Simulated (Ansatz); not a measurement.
1T (CdI2-type) TiTe2 was calculated with r²SCAN+rVV10 (Ansatz, a first-principles code, plane waves, PAW).

Numerical settings: plane-wave cutoff 560 eV, 18×18×10 k mesh (along the axes of the cell as run), Fermi–Dirac smearing 0.05 eV, no spin polarisation, scalar-relativistic PAW data made under PBE.

The cell is scaled about its equilibrium volume:

Shape and atoms are relaxed at each volume.

```json
[
 {"V (Å³/atom)": "26.218", "P (GPa)": "1.38", "c (Å)": "6.455", "a (Å)": "3.751"},
 {"V (Å³/atom)": "26.764", "P (GPa)": "0.63", "c (Å)": "6.532", "a (Å)": "3.767"},
 {"V (Å³/atom)": "27.311", "P (GPa)": "0.00", "c (Å)": "6.615", "a (Å)": "3.782"},
 {"V (Å³/atom)": "27.857", "P (GPa)": "-0.50", "c (Å)": "6.703", "a (Å)": "3.794"},
 {"V (Å³/atom)": "28.403", "P (GPa)": "-0.86", "c (Å)": "6.810", "a (Å)": "3.801"}
]
```

Note: the bulk modulus comes from volumes at which shape and atoms were relaxed.
